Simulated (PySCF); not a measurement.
**CCSD(T)/def2-TZVP run of AlH3S (SMILES [AlH2][SH])**

Aim: the energy change on altering one bond length of AlH3S at CCSD(T)/def2-TZVP, from 2 runs. 

The calculation is run with PySCF 2.14.0.

1 further run of the same task is left out (set aside as unsound or not needed).

**1. Starting point**

The species is AlH3S (5 atoms), meant as a singlet with charge 0. SMILES: `[AlH2][SH]`. The coordinates come from a PBE0-D4/def2-TZVP relaxation.

Bond lengths: Al1–S2 2.181 Å, Al1–H3 1.579 Å, Al1–H4 1.581 Å, S2–H5 1.344 Å. Angles: Al1–S2–H5 93.7°, S2–Al1–H3 116.5°, S2–Al1–H4 118.9°, H3–Al1–H4 124.6°.

**2. A single-point energy at CCSD(T)/def2-TZVP**

File geometry.xyz:

```xyz
5

Al    -0.616100    -0.064200    -0.181700
S      1.129100    -0.343100     1.096600
H     -1.981700    -0.650100     0.351100
H     -0.441100     0.696000    -1.556400
H      1.959700     0.287800     0.249000
```

File job.py:

```python
from pyscf import gto, scf, cc

mol = gto.Mole()
mol.atom = 'geometry.xyz'
mol.basis = 'def2-tzvp'
mol.max_memory = 1860
mol.charge = 0
mol.verbose = 3
mol.build()

mf = scf.RHF(mol)
mf.conv_tol = 1e-10
mf.kernel()
if not mf.converged:
    mf = mf.newton().run(mf.mo_coeff, mf.mo_occ)

mycc = cc.CCSD(mf, frozen=10)
mycc.kernel()
e_t = mycc.ccsd_t()
energy = mycc.e_tot + e_t
print('E(%s) = %.9f' % ('CCSD(T)', energy))
```

Started as:

```sh
$ OMP_NUM_THREADS=1 python job.py
```

Standard output:

```text
converged SCF energy = -641.248071342574
E(CCSD) = -641.5352208483305  E_corr = -0.2871495057568785
CCSD(T) correction = -0.0107891437366718
E(CCSD(T)) = -641.546009992
```

Wall time 11 s (1 thread of Arm Neoverse V2, shared host); peak memory 0.4 GiB.

**3. The distorted shape, same level**

File run.py:

```python
from pyscf import gto, cc

mol = gto.Mole()
mol.atom = [
    ('Al', (1.022579, 0.638862, -0.821044)),
    ('S', (2.767779, 0.359962, 0.457256)),
    ('H', (-1.981700, -0.650100, 0.351100)),
    ('H', (1.197579, 1.399062, -2.195744)),
    ('H', (3.598379, 0.990862, -0.390344)),
]
mol.verbose = 4
mol.basis = 'def2-tzvp'
mol.spin = 0
mol.max_memory = 1860
mol.build()

mf = mol.RHF()
mf.conv_tol = 1e-10
mf.kernel()
if not mf.converged:
    mf = mf.newton().run(mf.mo_coeff, mf.mo_occ)

mycc = cc.CCSD(mf, frozen=10)
mycc.kernel()
e_t = mycc.ccsd_t()
etot = mycc.e_tot + e_t
print('E = %.10f Eh' % etot)
```

Started as:

```sh
$ OMP_NUM_THREADS=1 python run.py
```

Standard output:

```text
PySCF version 2.14.0

[INPUT] num. atoms = 5
[INPUT] num. electrons = 32
[INPUT] charge = 0
[INPUT] spin (= nelec alpha-beta = 2S) = 0
[INPUT] symmetry False subgroup None
[INPUT] Mole.unit = angstrom
[INPUT] Symbol           X                Y                Z      unit          X                Y                Z       unit  Magmom
[INPUT]  1 Al     1.022579000000   0.638862000000  -0.821044000000 AA    1.932394250732   1.207274211392  -1.551548296217 Bohr   0.0
[INPUT]  2 S      2.767779000000   0.359962000000   0.457256000000 AA    5.230344283323   0.680229595251   0.864088608814 Bohr   0.0
[INPUT]  3 H     -1.981700000000  -0.650100000000   0.351100000000 AA   -3.744870261051  -1.228510953580   0.663482842335 Bohr   0.0
[INPUT]  4 H      1.197579000000   1.399062000000  -2.195744000000 AA    2.263096322531   2.643844011286  -4.149354799657 Bohr   0.0
[INPUT]  5 H      3.598379000000   0.990862000000  -0.390344000000 AA    6.799950802386   1.872457807239  -0.737643254367 Bohr   0.0

nuclear repulsion = 70.4330475456776
number of shells = 38
number of NR pGTOs = 150
number of NR cGTOs = 92
basis = def2-tzvp
ecp = {}

******** <class 'pyscf.scf.hf.RHF'> ********
method = RHF
initial guess = minao
damping factor = 0
level_shift factor = 0
DIIS = <class 'pyscf.scf.diis.CDIIS'>
diis_start_cycle = 1
diis_space = 8
diis_damp = 0
SCF conv_tol = 1e-10
SCF conv_tol_grad = None
SCF max_cycles = 50
direct_scf = True
direct_scf_tol = 1e-13
Set gradient conv threshold to 1e-05
Initial guess from minao.
init E= -640.837780965975
  HOMO = -0.195338303165943  LUMO = -0.082114467163489  gap/eV = 3.08098
cycle= 1 E= -640.983400312179  delta_E= -0.146  |g|= 0.348  |ddm|= 1.64
  HOMO = -0.229612477249166  LUMO = -0.0654308571074225  gap/eV = 4.46761
cycle= 2 E= -641.053809117346  delta_E= -0.0704  |g|= 0.178  |ddm|= 0.737
  HOMO = -0.272961606946211  LUMO = -0.0397011526462059  gap/eV = 6.34734
cycle= 3 E= -641.070045418741  delta_E= -0.0162  |g|= 0.04  |ddm|= 0.305
  HOMO = -0.286112067653317  LUMO = -0.0339507478761334  gap/eV = 6.86166
cycle= 4 E= -641.07131844817  delta_E= -0.00127  |g|= 0.0113  |ddm|= 0.0853
  HOMO = -0.283064854988947  LUMO = -0.0325134894408841  gap/eV = 6.81785
cycle= 5 E= -641.071418806648  delta_E= -0.0001  |g|= 0.00267  |ddm|= 0.0249
  HOMO = -0.282104690613505  LUMO = -0.0328734243834177  gap/eV = 6.78193
cycle= 6 E= -641.071424739258  delta_E= -5.93e-06  |g|= 0.000727  |ddm|= 0.00555
  HOMO = -0.282158725092543  LUMO = -0.0328310410390209  gap/eV = 6.78455
cycle= 7 E= -641.071425269266  delta_E= -5.3e-07  |g|= 0.000169  |ddm|= 0.0018
  HOMO = -0.282167592457441  LUMO = -0.0328227552791063  gap/eV = 6.78502
cycle= 8 E= -641.071425294141  delta_E= -2.49e-08  |g|= 4.21e-05  |ddm|= 0.000375
  HOMO = -0.28215810153306  LUMO = -0.0328212642680086  gap/eV = 6.78480
cycle= 9 E= -641.071425295649  delta_E= -1.51e-09  |g|= 1.1e-05  |ddm|= 7.96e-05
  HOMO = -0.282157768589357  LUMO = -0.0328217676004527  gap/eV = 6.78478
cycle= 10 E= -641.071425295751  delta_E= -1.02e-10  |g|= 2.81e-06  |ddm|= 2.27e-05
  HOMO = -0.282157701905412  LUMO = -0.0328220622448967  gap/eV = 6.78477
cycle= 11 E= -641.071425295761  delta_E= -9.66e-12  |g|= 8.53e-07  |ddm|= 5.3e-06
  HOMO = -0.282157793842373  LUMO = -0.0328220061535376  gap/eV = 6.78477
Extra cycle  E= -641.07142529576  delta_E= 1.14e-12  |g|= 4.03e-07  |ddm|= 1.33e-06
converged SCF energy = -641.07142529576

******** <class 'pyscf.cc.ccsd.CCSD'> ********
CC2 = 0
CCSD nocc = 6, nmo = 82
frozen orbitals 10
max_cycle = 50
direct = 0
conv_tol = 1e-07
conv_tol_normt = 1e-05
diis_space = 6
diis_start_cycle = 0
diis_start_energy_diff = 1e+09
Init t2, MP2 energy = -641.337035218221  E_corr(MP2) -0.265609922461299
Init E_corr(CCSD) = -0.265609922461395
cycle = 1  E_corr(CCSD) = -0.296311799674338  dE = -0.0307018772  norm(t1,t2) = 0.129485
cycle = 2  E_corr(CCSD) = -0.312222764359497  dE = -0.0159109647  norm(t1,t2) = 0.0896898
cycle = 3  E_corr(CCSD) = -0.323662215831917  dE = -0.0114394515  norm(t1,t2) = 0.0611702
cycle = 4  E_corr(CCSD) = -0.331052576051186  dE = -0.00739036022  norm(t1,t2) = 0.0310608
cycle = 5  E_corr(CCSD) = -0.328628277761693  dE = 0.00242429829  norm(t1,t2) = 0.00530419
cycle = 6  E_corr(CCSD) = -0.329102692934788  dE = -0.000474415173  norm(t1,t2) = 0.00364831
cycle = 7  E_corr(CCSD) = -0.329236409028709  dE = -0.000133716094  norm(t1,t2) = 0.000693491
cycle = 8  E_corr(CCSD) = -0.329162820365544  dE = 7.35886632e-05  norm(t1,t2) = 0.000427123
cycle = 9  E_corr(CCSD) = -0.329187236127739  dE = -2.44157622e-05  norm(t1,t2) = 0.000135386
cycle = 10  E_corr(CCSD) = -0.329183799249072  dE = 3.43687867e-06  norm(t1,t2) = 4.39745e-05
cycle = 11  E_corr(CCSD) = -0.329184388036978  dE = -5.88787907e-07  norm(t1,t2) = 1.85549e-05
cycle = 12  E_corr(CCSD) = -0.329183563728954  dE = 8.24308025e-07  norm(t1,t2) = 6.99428e-06
cycle = 13  E_corr(CCSD) = -0.329183418141173  dE = 1.45587781e-07  norm(t1,t2) = 2.52435e-06
cycle = 14  E_corr(CCSD) = -0.329183430090121  dE = -1.19489485e-08  norm(t1,t2) = 1.09752e-06
CCSD converged
E(CCSD) = -641.4006087258498  E_corr = -0.3291834300901212
CCSD(T) correction = -0.0189104018425356
E = -641.4195191277 Eh
```

Wall time 13 s (1 thread of Arm Neoverse V2, shared host); peak memory 0.41 GiB.

**4. Results**

Level: CCSD(T)/def2-TZVP, 10 core orbitals frozen.

| quantity | value |
| --- | --- |
| first shape: total energy | -641.54601 Eh |
| first shape: dipole moment (Hartree–Fock density) | 1.15 D |
| first shape: HOMO energy (Hartree–Fock orbitals) | -10.53 eV |
| first shape: LUMO energy (Hartree–Fock orbitals) | 1.27 eV |
| first shape: HOMO–LUMO gap (Hartree–Fock orbitals) | 11.79 eV |
| first shape: correlation energy (10 core orbitals frozen) | -297.9 mEh |
| first shape: (T) correction | -10.79 mEh |
| first shape: T1 diagnostic | 0.011 |
| distorted shape: total energy | -641.41952 Eh |
| distorted shape: dipole moment (Hartree–Fock density) | 5.24 D |
| distorted shape: HOMO energy (Hartree–Fock orbitals) | -7.68 eV |
| distorted shape: LUMO energy (Hartree–Fock orbitals) | -0.89 eV |
| distorted shape: HOMO–LUMO gap (Hartree–Fock orbitals) | 6.78 eV |
| distorted shape: correlation energy (10 core orbitals frozen) | -348.1 mEh |
| distorted shape: (T) correction | -18.91 mEh |
| distorted shape: T1 diagnostic | 0.059 |
| energy change with the Al1–H3 bond stretched from 1.579 to 3.473 Å | 3.442 eV |

In words: One bond (distorted shape) is far stretched, which a spin-restricted single reference describes badly; perturbation theory on it can break down and give far too much correlation. With the Al1–H3 bond stretched from 1.579 to 3.473 Å the energy rises by 3.44 eV (332 kJ/mol). The first shape isn't relaxed at this level, so the change isn't measured from a minimum. A restricted reference can't describe the breaking bond well at this length. Mulliken charges (first shape) of the mean-field density run from -0.39 on S2 to +0.51 on Al1. The triples (first shape) make up 3.6 % of the correlation energy. The T1 diagnostic (distorted shape) of 0.059 is above the customary mark for such species, so a single reference may not serve. The triples (distorted shape) make up 5.4 % of the correlation energy.
